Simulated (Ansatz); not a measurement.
Input file:

```yaml
crystal:
  periodic: [false, false, false]
  atoms:
    - {symbol: O, position_ang: [0.000000, 0.000000, 0.000000]}
    - {symbol: H, position_ang: [0.000000, 0.000000, 0.973108]}
basis:
  gaussian: {orbitals: cc-pVDZ, occupation: {up: {"A1": 3, "B1": 1}, down: {"A1": 3, "B1": 1}}}
total_charge: 1
correlation: {method: fci, electrons: outside_noble_gas}
```

```sh
$ ansatz run in.yaml --threads 1 --pin off --events-out ev --progress --plain --max-ram 2393MiB
```

Q: Roughly how long does this take on 1 thread of AMD EPYC 7B13, shared host, and how much host memory?

A: 0.36 s wall and 0.09 GiB.

```
275 factors; integrals over basis functions are off by at most 1.7e-7 eV
mean field evaluation 1: about -2036.1600 eV, gradient 1.6e1 eV
mean field evaluation 2: about -2036.6281 eV, gradient 2.1e-1 eV
mean field evaluation 4: about -2036.6278 eV, gradient 5.6e-5 eV
mean field -2036.62779010 eV, -74.8446908103 hartree, gradient 7.1e-7 eV, S^2 0.000000; 0 other end points of the search recorded, 0 dependent functions left out; unrestricted orbitals would lower it
mean field evaluation 8: about -2037.2896 eV, gradient 9.6e0 eV
mean field evaluation 16: about -2039.2043 eV, gradient 2.3e-2 eV
unrestricted determinant -2039.20429350 eV, -74.9393755639 hartree, S^2 1.0053
1 core orbitals not correlated: weight in the atoms' cores, before any rotation towards them, 1.000 or more for the frozen orbitals, at most 0.000 for the correlated occupied ones
reference -2036.62779010 eV, -74.8446908103 hartree; 3, 3 occupied and 15, 15 virtual orbitals, 275 factors
state -2041.41726583 eV, -75.0207007968 hartree
Total energy: -2041.41726583 eV, -75.0207007968 hartree
```

Natural occupations: 1.9815 1.9697 0.9951 0.9924 0.0214 0.0064 0.0064 0.0064 0.0063 0.0038 0.0038 0.0036 0.0016 0.0006 0.0004 0.0004 0.0003 0.0000.
